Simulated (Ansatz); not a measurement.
Zinc-blende MgTe (metastable phase) was calculated with LDA in Ansatz (PAW).

Settings: plane-wave cutoff 520 eV, 10×10×10 k mesh, scalar-relativistic PAW data made under PBE.

Computed at the level's own relaxed cell.

Hill averages of the elastic tensor: K = 38.7 GPa, G = 12.2 GPa. Volume 32.286 Å³/atom, mean atomic mass 75.953 u.

Q: Work out the density, the sound velocities of a polycrystal and the elastic Debye temperature at this level.

A: ρ = 1.66054 × 75.953/32.286 = 3.906 g/cm³. v_l = √[(K + 4G/3)/ρ] = 3.751 km/s and v_t = √(G/ρ) = 1.767 km/s. The mean follows from 3/v_m³ = 1/v_l³ + 2/v_t³: v_m = 1.989 km/s. Θ_D = (ħ/k_B) v_m (6π²/V)^(1/3) = 76.38 K Å s/km × 1.989 × 1.2241 Å⁻¹ = 186 K, counting all atoms of the cell.

Ansatz is a program for electronic structure.
